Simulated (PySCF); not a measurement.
Published values to compare with (the computed states carry no symmetry labels, so the two lists aren't matched line by line):

```json
{"state": "3Σ+(3d,4s)", "E (eV)": "2.55", "f": "", "kind of transition": "vertical absorption", "source": "[1]"}
{"state": "A 1Σ+", "E (eV)": "2.91", "f": "", "kind of transition": "Te (adiabatic, minimum to minimum, no zero-point energy)", "source": "[2]"}
{"state": "1Σ+(3d,4s)", "E (eV)": "3.08", "f": "", "kind of transition": "vertical absorption", "source": "[1]"}
{"state": "B 3Π0+", "E (eV)": "3.28", "f": "", "kind of transition": "Te (adiabatic, minimum to minimum, no zero-point energy)", "source": "[2]"}
{"state": "3Π(3d,4s)", "E (eV)": "3.58", "f": "", "kind of transition": "vertical absorption", "source": "[1]"}
{"state": "1Π(3d,4s)", "E (eV)": "3.83", "f": "", "kind of transition": "vertical absorption", "source": "[1]"}
```

[1] computed, theoretical best estimate (aug-cc-pVTZ, non-relativistic), gas; Jacquemin, Kossoski, Gam, Boggio-Pasqua, Loos, transition metal compounds, arXiv:2309.17311 (2023)
[2] measured, gas; Huber, Herzberg, Constants of Diatomic Molecules, NIST Chemistry WebBook

CuH (singlet state).
Geometry (PBE0-D3(BJ)/def2-SVP, Å), atoms numbered from 1 in this order:
```
atom  x, y, z in Å
Cu1    0.7618   -0.0816    0.0065
H2    -0.7120   -0.0061   -0.0287
```

Method used: TDDFT wB97X-D/def2-SVPD, vertical, gas phase, core orbitals frozen in the response (PySCF).

Computed singlets: 2.98 eV (f 0.044); 3.27 eV (f 0.000 summed over 2 states); 3.44 eV (f 0.003 summed over 2 states); 5.15 eV (f 0.359 summed over 2 states); 5.58 eV (f 0.000 summed over 2 states) [of 10 roots; the last level is left out, as the window may have cut its degenerate partner]. Computed triplets (Tamm–Dancoff): 2.46, 3.06, 3.06 eV.

How does the lowest computed singlet compare with the best estimate listed for the lowest singlet (vertical absorption)?

2.98 eV against 3.08 eV for 1Σ+(3d,4s) [1]: a difference of -0.10 eV. Geometry and basis of the two calculations needn't be the same.

How does the lowest computed triplet compare with the best estimate listed for the lowest triplet (vertical absorption)?

2.46 eV against 2.55 eV for 3Σ+(3d,4s) [1]: a difference of -0.09 eV. Geometry and basis of the two calculations needn't be the same.

Adiabatic (Te) and 0-0 energies refer to the relaxed excited state and aren't the vertical quantity computed here.

All these states lie below the vertical ionisation energy of 9.22 eV (ΔSCF).
